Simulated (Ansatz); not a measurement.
# PH3+ (doublet): from Hartree-Fock to the top rungs at distance P1–H2 = 3.767 Å, cc-pVDZ

Aim: climb from Hartree-Fock through coupled cluster and multireference methods for PH3+ (doublet) at one geometry and basis, and see what each rung misses.

The runs use Ansatz 0.2.0, Gaussian basis; cc-pVDZ, core rule «outside noble gas», up to 5 orbitals frozen.

Plan: UHF; CCSD(T) on ROHF; CCSD(T) on UHF; BCCD(T) on ROHF; CISD as a restricted active space (open shells left free, so some higher excitations enter); CCSDT(Q) on ROHF; CCSDT(Q) on UHF; CCSDTQ on ROHF; CCSDTQ on UHF; CASSCF and MRCISD+Q, 3 electrons in 3 orbitals; CASSCF and NEVPT2, 3 electrons in 3 orbitals; CASSCF and MRCISD+Q, 7 electrons in 7 orbitals; CASSCF and NEVPT2, 7 electrons in 7 orbitals; Full CI.

## 1. The system

The geometry derives from a PBE0/def2-TZVP stationary point (not a proven minimum). One bond is set to the value named and the two fragments are kept rigid.

4 atoms, charge 1, spin multiplicity 2.

Atoms are counted from 1 here; the program's logs count them from 0.

Bond lengths: P1–H3 1.405 Å, P1–H4 1.405 Å. Angles: H3–P1–H4 113.3°.

## 2. UHF

File in.yaml:

```yaml
crystal:
  periodic: [false, false, false]
  atoms:
    - {symbol: P, position_ang: [-0.067431, -0.000770, -0.051570]}
    - {symbol: H, position_ang: [3.563661, 0.038252, 0.950395]}
    - {symbol: H, position_ang: [-0.757919, 1.166060, 0.315549]}
    - {symbol: H, position_ang: [-0.733595, -1.180642, 0.318794]}
basis:
  gaussian: {orbitals: cc-pVDZ}
total_charge: 1
magnetization: {spin_polarized: true, initial_magnetization: 1}
hamiltonian: {xc: hf}
output: {orbitals: {seedname: orbitals}}
```

Run with:

```
$ ansatz run in.yaml --threads 1 --pin off --events-out ev --progress --plain --max-ram 2816MiB --backend cpu
```

Further steps of the session: CCSD(T) on ROHF; CCSD(T) on UHF; BCCD(T) on ROHF; CISD as a restricted active space (open shells left free, so some higher excitations enter); CCSDT(Q) on ROHF; CCSDT(Q) on UHF; CCSDTQ on ROHF; CCSDTQ on UHF; CASSCF and MRCISD+Q, 3 electrons in 3 orbitals; CASSCF and NEVPT2, 3 electrons in 3 orbitals; CASSCF and MRCISD+Q, 7 electrons in 7 orbitals; CASSCF and NEVPT2, 7 electrons in 7 orbitals; Full CI.

**Question.** What will the summary of the whole plan be? Wanted: FCI from the RHF energy; RMP2 from FCI; UMP2 from FCI; RCCSD from FCI; RCCSD(T) from FCI; UCCSD(T) from FCI; RCCSDT(Q) from FCI; UCCSDT(Q) from FCI; NEVPT2 pair from FCI.

**Answer**, as computed:

| quantity | value |
| --- | --- |
| FCI from the ROHF energy | -3.5052 eV |
| RMP2 from FCI | +86.4 kJ/mol |
| UMP2 from FCI | +87.2 kJ/mol |
| RCCSD from FCI | +8.7 kJ/mol |
| RCCSD(T) from FCI | +2.1 kJ/mol |
| UCCSD(T) from FCI | +3.9 kJ/mol |
| RCCSDT(Q) from FCI | +0.1 kJ/mol |
| UCCSDT(Q) from FCI | +0.2 kJ/mol |
| NEVPT2 pair from FCI | +75.0 kJ/mol |
| MRCISD+Q pair from FCI | -1.7 kJ/mol |
| NEVPT2 valence from FCI | +56.2 kJ/mol |
| levels within 1 kcal/mol (43 meV) | RCCSD(T), UCCSD(T), BCCD(T), RCCSDT, UCCSDT, RCCSDT(Q), UCCSDT(Q), RCCSDTQ, UCCSDTQ, MRCISD+Q pair, MRCISD+Q valence |
| T1 diagnostic | 0.013 |
| effectively unpaired electrons | 1.09 |

What this shows: RCCSD(T) misses by +2.1 kJ/mol, 0.6 % of the correlation energy. MRCISD+Q pair falls below full CI: the +Q correction isn't variational, and the cores differ from full CI's. One determinant dominates. Of the multireference levels listed MRCISD+Q valence comes nearest in total energy (+0.9 kJ/mol), which doesn't show that its space is the better one. These misses are within one basis, not against nature; the frozen cores of restricted and unrestricted runs differ, which can shift their rows.

Levels on UHF freeze UHF's core orbitals, full CI those of ROHF, so the U rows can settle a little off it for that reason alone.

With open shells the CI space here admits some higher excitations, so it is larger than plain CISD.
